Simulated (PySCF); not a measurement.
Species: C3H5N3.
Numbering: `[CH3:1][n:2]1[cH:3][n:4][cH:5][n:6]1` (hydrogens: H7, H8, H9 on C1; H10 on C3; H11 on C5)

The same species was optimised twice, with GFN2-xTB and with PBE0-D3(BJ)/def2-SVP (PySCF), and the same property calculations (PySCF, gas phase) were run on both structures.

| coordinate | GFN2-xTB | PBE0-D3(BJ)/def2-SVP | change |
| --- | --- | --- | --- |
| C5–N6 (Å) | 1.312 | 1.321 | +0.009 |
| N4–C5 (Å) | 1.347 | 1.353 | +0.006 |
| C1–N2 (Å) | 1.433 | 1.438 | +0.005 |
| N2–C3 (Å) | 1.344 | 1.349 | +0.005 |
| C3–N4 (Å) | 1.312 | 1.315 | +0.003 |
| N2–N6 (Å) | 1.337 | 1.336 | -0.001 |
| N2–N6–C5 (°) | 103.9 | 102.7 | -1.2 |
| C3–N2–N6 (°) | 108.8 | 109.7 | +0.9 |
| N4–C5–N6 (°) | 113.9 | 114.8 | +0.9 |
| C3–N4–C5 (°) | 103.2 | 102.6 | -0.6 |
| C1–N2–N6 (°) | 121.6 | 121.0 | -0.6 |
| C1–N2–C3 (°) | 129.7 | 129.3 | -0.4 |
| N2–C3–N4 (°) | 110.2 | 110.1 | -0.1 |

Rotational constants: A = 9721, B = 3819, C = 2790 MHz (GFN2-xTB) against A = 9591, B = 3812, C = 2776 MHz (PBE0-D3(BJ)/def2-SVP).

On the GFN2-xTB structure: HOMO (eV) -7.68 [PBE0/pcSseg-1]; LUMO (eV) 0.15 [PBE0/pcSseg-1]; dipole (D) 3.42 [PBE0/pcSseg-1]; GIAO shielding of C1 (ppm) 150.5 [PBE0/pcSseg-1]; GIAO shielding of N2 (ppm) 35.7 [PBE0/pcSseg-1]; GIAO shielding of C3 (ppm) 39.5 [PBE0/pcSseg-1]; GIAO shielding of N4 (ppm) -29.4 [PBE0/pcSseg-1]; GIAO shielding of C5 (ppm) 31.4 [PBE0/pcSseg-1]; GIAO shielding of N6 (ppm) -71.1 [PBE0/pcSseg-1].

Question: What do these properties become on the PBE0-D3(BJ)/def2-SVP structure?

Answer: 
```json
{"property": "HOMO (eV)", "level": "PBE0/pcSseg-1", "on GFN2-xTB": "-7.68", "on PBE0-D3(BJ)/def2-SVP": "-7.66", "change": "+0.02"}
{"property": "LUMO (eV)", "level": "PBE0/pcSseg-1", "on GFN2-xTB": "0.15", "on PBE0-D3(BJ)/def2-SVP": "0.14", "change": "-0.01"}
{"property": "dipole (D)", "level": "PBE0/pcSseg-1", "on GFN2-xTB": "3.42", "on PBE0-D3(BJ)/def2-SVP": "3.44", "change": "+0.02"}
{"property": "energy, GFN2-xTB geometry as zero (kcal/mol)", "level": "PBE0/pcSseg-1", "on GFN2-xTB": "0.0", "on PBE0-D3(BJ)/def2-SVP": "-0.7", "change": "-0.7"}
{"property": "GIAO shielding of C1 (ppm)", "level": "PBE0/pcSseg-1", "on GFN2-xTB": "150.5", "on PBE0-D3(BJ)/def2-SVP": "148.5", "change": "-2.0"}
{"property": "GIAO shielding of N2 (ppm)", "level": "PBE0/pcSseg-1", "on GFN2-xTB": "35.7", "on PBE0-D3(BJ)/def2-SVP": "32.9", "change": "-2.8"}
{"property": "GIAO shielding of C3 (ppm)", "level": "PBE0/pcSseg-1", "on GFN2-xTB": "39.5", "on PBE0-D3(BJ)/def2-SVP": "37.5", "change": "-2.0"}
{"property": "GIAO shielding of N4 (ppm)", "level": "PBE0/pcSseg-1", "on GFN2-xTB": "-29.4", "on PBE0-D3(BJ)/def2-SVP": "-27.5", "change": "+1.9"}
{"property": "GIAO shielding of C5 (ppm)", "level": "PBE0/pcSseg-1", "on GFN2-xTB": "31.4", "on PBE0-D3(BJ)/def2-SVP": "27.3", "change": "-4.1"}
{"property": "GIAO shielding of N6 (ppm)", "level": "PBE0/pcSseg-1", "on GFN2-xTB": "-71.1", "on PBE0-D3(BJ)/def2-SVP": "-69.6", "change": "+1.5"}
```

The heavy atoms differ by 0.010 Å rms after alignment. Among the bonds compared C5–N6 changes most (+0.009 Å). Changes are differences of the printed values. Neither structure is proved a minimum here.
